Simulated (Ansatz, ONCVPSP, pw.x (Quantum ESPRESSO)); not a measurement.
copper (Cu): does the ONCV potential hold in the solid?

* Element: copper (Cu)
* Generator: ONCVPSP 4.0.1
* Type: optimised norm-conserving Vanderbilt (ONCV)
* Functional: PBEsol
* Relativity: scalar-relativistic
* Frozen core: [Ne]
* Valence charge: 19
* Reference configuration: 3s2 3p6 3d10 4s1
* Partial waves: 3s+4s: rc 1.35 bohr, ncon 4, nbas 8, qcut 7 1/bohr, 2 projectors; 3p: rc 1.15 bohr, ncon 4, nbas 8, qcut 9.5 1/bohr, 2 projectors, debl 0.8 Ha; 3d: rc 1.60 bohr, ncon 3, nbas 8, qcut 8.5 1/bohr, 2 projectors, debl 2.1 Ha
* Local potential: polynomial inside 0.90 bohr (lpopt 5, dvloc0 0 Ha)
* Core correction: Teter function, fcfact 5.75, rcfact 1.55

In the p channel the program set the typed energies aside and used -2.646, 0.250 Ha.

Atomic tests: cutoffs needed: 40 Ha and 53 Ha (the cutoffs (Ha) at which the residual kinetic energy of the hardest occupied pseudo-wave falls to 1 and 0.1 mHa per electron); ghost test: no bound ghost flagged; no localised positive-energy state flagged; configuration tests: 1 of 4 tests not solved or not reliable.

Crystal test: bcc Cu in pw.x 7.5, no spin, 16³ k-points, Fermi–Dirac smearing 0.01 Ry, cutoffs 125/500 Ry. The reference is all-electron LAPW (Ansatz 0.2.0) with the same functional, mesh and smearing; V0 and B0 come from Birch–Murnaghan fits to the pressures at five volumes. Errors are pseudo minus all-electron; Δ is the rms difference of the E(V) curves that follow from these fits, minima aligned, over ±6 % about the mean V0. Mesh and smearing are coarse, so the numbers serve the comparison and aren't converged zero-temperature values; the lattice is a test structure that the element need not adopt.

All-electron: a0 = 2.833 Å (V0 = 11.36 Å³/atom), B0 = 165.5 GPa.

**Question.** How far does the potential miss the all-electron equation of state?

**Answer.** mean pressure error (GPa): -5.68; a0 (Å): 2.811; a0 error (%): -0.75; B0 error (%): +55.5; Δ (meV/atom): 12.5. This is a poor potential for the solid. Atomic configuration tests: 1 of 4 tests not solved or not reliable.

```tsv
V (Å³/atom)	P all-electron (GPa)	P pseudo (GPa)
10.804	9.48	7.47
11.089	4.31	0.57
11.373	-0.14	-5.80
11.657	-3.97	-11.57
11.942	-7.25	-16.64
```

**Question.** At the middle volume, how do free energy and pressure move when the wave cutoff is lowered (ecutrho kept at four times it)?

**Answer.**

| cutoff (Ry) | shift of F (meV/atom) | shift of P (GPa) |
| --- | --- | --- |
| 56 | +7426.9 | -585.74 |
| 75 | +375.1 | -43.53 |
| 100 | +7.8 | +0.32 |

Input at the middle volume:

```
&control
  calculation='scf', prefix='x', pseudo_dir='./', outdir='./tmp', tstress=.true., disk_io='none'
/
&system
  ibrav=0, nat=1, ntyp=1, ecutwfc=125, ecutrho=500, nbnd=18,
  occupations='smearing', smearing='fd', degauss=0.01
/
&electrons
  conv_thr=1e-09, mixing_beta=0.4, electron_maxstep=70
/
ATOMIC_SPECIES
Cu 1.0 Cu.UPF
CELL_PARAMETERS angstrom
  -1.41667974 1.41667974 1.41667974
  1.41667974 -1.41667974 1.41667974
  1.41667974 1.41667974 -1.41667974
ATOMIC_POSITIONS crystal
Cu 0.0000 0.0000 0.0000
K_POINTS automatic
16 16 16 0 0 0
```

```bash
pw.x < Cu.scf.in > Cu.scf.out
```

Lines of the output:

```
Message from routine setup:
     using ibrav=0 with symmetry is DISCOURAGED, use correct ibrav instead
     lattice parameter (alat)  =       4.6369  a.u.
     unit-cell volume          =      76.7488 (a.u.)^3
     number of electrons       =        19.00
     number of Kohn-Sham states=           18
     kinetic-energy cutoff     =     125.0000  Ry
     charge density cutoff     =     500.0000  Ry
     scf convergence threshold =      1.0E-09
     Exchange-correlation= PBESOL
     number of k points=   145  Fermi-Dirac smearing, width (Ry)=  0.0100
     iteration #  1     ecut=   125.00 Ry     beta= 0.40
     total energy              =    -383.99810647 Ry
     estimated scf accuracy    <       0.27319430 Ry
     iteration #  2     ecut=   125.00 Ry     beta= 0.40
     total energy              =    -384.06971435 Ry
     estimated scf accuracy    <       0.03764687 Ry
     iteration #  3     ecut=   125.00 Ry     beta= 0.40
     total energy              =    -384.07554816 Ry
     estimated scf accuracy    <       0.00153178 Ry
     iteration #  4     ecut=   125.00 Ry     beta= 0.40
     total energy              =    -384.07580430 Ry
     estimated scf accuracy    <       0.00024054 Ry
     iteration #  5     ecut=   125.00 Ry     beta= 0.40
     total energy              =    -384.07581035 Ry
     estimated scf accuracy    <       0.00002655 Ry
     iteration #  6     ecut=   125.00 Ry     beta= 0.40
     total energy              =    -384.07581574 Ry
     estimated scf accuracy    <       0.00000017 Ry
     iteration #  7     ecut=   125.00 Ry     beta= 0.40
     total energy              =    -384.07581577 Ry
     estimated scf accuracy    <       0.00000002 Ry
     iteration #  8     ecut=   125.00 Ry     beta= 0.40
     the Fermi energy is    18.0737 ev
!    total energy              =    -384.07581577 Ry
     estimated scf accuracy    <          4.9E-11 Ry
     smearing contrib. (-TS)   =      -0.00161634 Ry
     The total energy is F=E-TS. E is the sum of the following terms:
     one-electron contribution =    -198.18491019 Ry
     hartree contribution      =     111.00696485 Ry
     xc contribution           =     -51.52901754 Ry
     ewald contribution        =    -245.36723656 Ry
     convergence has been achieved in   8 iterations
          total   stress  (Ry/bohr**3)                   (kbar)     P=      -58.02
     Message from routine punch:
     Nothing written, as per user request (disk_io='none')
```

The 8 pw.x runs together took about 3.2 min on one core of a shared server CPU.
